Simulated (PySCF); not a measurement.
Numbering as in the mapped SMILES `[CH3:1][CH2:2][CH2:3][C:4](=[O:5])[Cl:6]`. Each H is labelled by its parent atom.

Geometry: PBE0-D3(BJ)/def2-SVP; GIAO absolute shieldings from PySCF 2.14, gas phase, non-relativistic, averaged over equivalent atoms.

At PBE0/6-31G (72 basis functions, 6.2 s wall time on 1 thread of an Arm Neoverse V1, shared host):
```csv
atoms,σ (ppm)
C4,24.6
C3,149.6
C2,180.4
C1,185.0
O5,-244.7
Cl6,506.4
H(C3),29.82
H(C2),30.93
H(C1),31.62
```

**Question.** Estimate the result of repeating the calculation with PBE0/def2-SVP.

**Answer.** 
```tsv
atoms	σ at PBE0/def2-SVP	change
C4	17.5	-7.1
C3	145.8	-3.8
C2	174.7	-5.7
C1	179.8	-5.2
O5	-203.3	+41.4
Cl6	551.6	+45.2
H(C3)	28.83	-0.99
H(C2)	30.02	-0.91
H(C1)	30.59	-1.03
```

The largest change is at Cl6 (chlorine bonded to C). Cost: 123 basis functions, 9.4 s wall time on 1 thread of an Arm Neoverse V1, shared host. The order of the carbon signals is the same at both levels.

Carbons that carry Cl, above all several Cl atoms, come out too deshielded, partly because spin–orbit coupling is missing.
